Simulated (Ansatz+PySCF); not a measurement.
Two shapes of singlet C3H5(+).

Shape 1:

```xyz
8

C     0.0000    0.0000   -0.4928
C     0.0000    1.1898    0.2111
C     0.0000   -1.1898    0.2111
H     0.0000    0.0000   -1.5874
H     0.0000    2.1593   -0.3030
H     0.0000    1.2037    1.3086
H     0.0000   -2.1593   -0.3030
H     0.0000   -1.2037    1.3086
```

Shape 2:

```xyz
8

C     0.0000    0.0000   -0.5322
C     0.0000    1.2850    0.2280
C     0.0000   -1.2850    0.2280
H     0.0000    0.0000   -1.7144
H     0.0000    2.3321   -0.3273
H     0.0000    1.3000    1.4133
H     0.0000   -2.3321   -0.3273
H     0.0000   -1.3000    1.4133
```

Basis set: def2-SVP (spherical functions). Frozen core: 3 orbitals. Charge 1, multiplicity 1.

Computed with Ansatz (development build ahead of 0.2.0); each method stands on the lowest determinant of its kind that the runs found.

Q: Which shape is lower in energy, and by how much in each method?

A:

```json
{"method": "RHF", "E(2) − E(1) (eV)": "1.481"}
{"method": "UHF", "E(2) − E(1) (eV)": "1.392"}
{"method": "RHF-MP2", "E(2) − E(1) (eV)": "1.137"}
{"method": "UHF-MP2", "E(2) − E(1) (eV)": "1.337"}
{"method": "RHF-CCSD", "E(2) − E(1) (eV)": "1.122"}
```

Shape 1 is lower. Caution for UHF, UHF-MP2: the unrestricted determinant is spin contaminated; the determinant breaks the point group. Caution for UHF-MP2: another reference gives a lower total.
